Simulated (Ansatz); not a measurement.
**Lattice parameter a of some tetrahedrally bonded semiconductors and semimetals**

Method: rVV10 in Ansatz (plane waves, PAW). References are measured values corrected to a static lattice or taken at low temperature (these still hold zero-point motion). The table is a random draw of 6 from 17 solids with such references.

Values in Å.

```json
[
 {"solid": "3C-SiC", "reference": "4.346*", "rVV10": "4.394", "error (%)": "+1.10"},
 {"solid": "diamond", "reference": "3.553* (3.543–3.555)", "rVV10": "3.585", "error (%)": "+0.90"},
 {"solid": "diamond-structure Si", "reference": "5.421*", "rVV10": "5.484", "error (%)": "+1.16"},
 {"solid": "zinc-blende GaAs", "reference": "5.64*", "rVV10": "5.779", "error (%)": "+2.46"},
 {"solid": "zinc-blende AlAs", "reference": "5.649*", "rVV10": "5.751", "error (%)": "+1.81"},
 {"solid": "wurtzite AlN", "reference": "3.111", "rVV10": "3.133", "error (%)": "+0.71"}
]
```

Over these 6 solids the mean error is +1.36 %, the mean absolute error 1.36 % (median 1.13 %), and the worst case zinc-blende GaAs at +2.46 %; the value is too high in 6 of 6 cases. Over all 17 the mean error is +1.66 % and the mean absolute error 1.66 % (median 1.27 %).

A star marks references brought to a static lattice; the others are low-temperature values that still hold zero-point motion, which matters most for light elements.

Brackets give the range of our sources, which can hold other temperatures.

Differences are worked out from the printed values.

Caveats: the gap of the solid is closed in this run (zinc-blende GaAs). Ansatz's density-functional and Hartree–Fock values are scalar-relativistic unless marked +SOC, with PAW data made under PBE.

Not in this set, of the tetrahedrally bonded semiconductors and semimetals with a reference value in our tables and a result at some level: 22 for a reference at room or unstated temperature (wurtzite AgI, zinc-blende AgI, zinc-blende BAs, zinc-blende BeS, zinc-blende BeSe and 17 more); 2 for a high-temperature or high-pressure phase (wurtzite BN, wurtzite ZnS); 1 for a cell known from the COD alone (wurtzite MgTe). These can be a level's worst cases. At least 6 more with a reference value are held back for tests. Layered and molecular crystals are counted apart. The metals Ce to Yb are counted apart.

References as tabulated in Mejia-Rodriguez and Trickey (2018), arXiv:1807.09216; arXiv:1206.3780.

Ansatz is an electronic-structure program.
